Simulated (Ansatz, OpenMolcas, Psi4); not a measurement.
**A ladder of methods for C2H2O (oxirene)**

The species is C2H2O (5 atoms), meant as a singlet with charge 0. SMILES: `C1=CO1`. Geometry: relaxed at PBE0-D4/def2-TZVP.

Each level gives the atomisation enthalpy at 298 K (kJ/mol). The values are calculated. The thermal term (zero-point and 298 K enthalpy, harmonic and unscaled) is that of PBE0-D4/def2-TZVP; the spin-orbit lowering of the free atoms at 298 K, 0.4 kJ/mol by their spectra, is taken off.

Measured value to compare with: Active Thermochemical Tables gives the atomisation enthalpy at 298 K of the gas as 1843 kJ/mol.

```
                                             level                    kind     program  value (kJ/mol)  computed − measured  CPU time (all runs)
                                  BLYP/aug-cc-pVDZ                     GGA      Ansatz            1822                  -21                  6 s
                                   PBE/aug-cc-pVDZ                     GGA  OpenMolcas            1909                  +66                 61 s
                                revPBE/aug-cc-pVDZ                     GGA  OpenMolcas            1825                  -18                 58 s
                                 HSE06/aug-cc-pVDZ  range-separated hybrid      Ansatz            1824                  -19                5.4 s
                                   MP2/aug-cc-pVDZ     perturbation theory      Ansatz            1741                 -102                2.7 s
                                   MP3/aug-cc-pVDZ     perturbation theory        Psi4            1647                 -196                 22 s
OMP2/aug-cc-pVDZ (density fitting for correlation)     perturbation theory        Psi4            1756                  -87                 38 s
                               CCSD(T)/aug-cc-pVDZ   coupled cluster or CI      Ansatz            1664                 -179                 12 s
                                        FCI/STO-3G      exact in the basis      Ansatz            1683                 -160                 65 s
```

Nearest: revPBE/aug-cc-pVDZ (-18 kJ/mol); farthest: MP3/aug-cc-pVDZ (-196 kJ/mol). Computed less measured by kind, in kJ/mol (aug-cc-pVDZ rows): GGA -21 to +66; range-separated hybrid -19; perturbation theory -196 to -87; coupled cluster or CI -179. Wave-function methods converge slowly with the basis and bind too weakly in sets of this size; that is part of their error here. High-level rows in very small sets aren't better than simpler rows in larger ones. CPU times are rough (shared hosts, several kinds of processor): they show what a rung costs within a factor of a few.
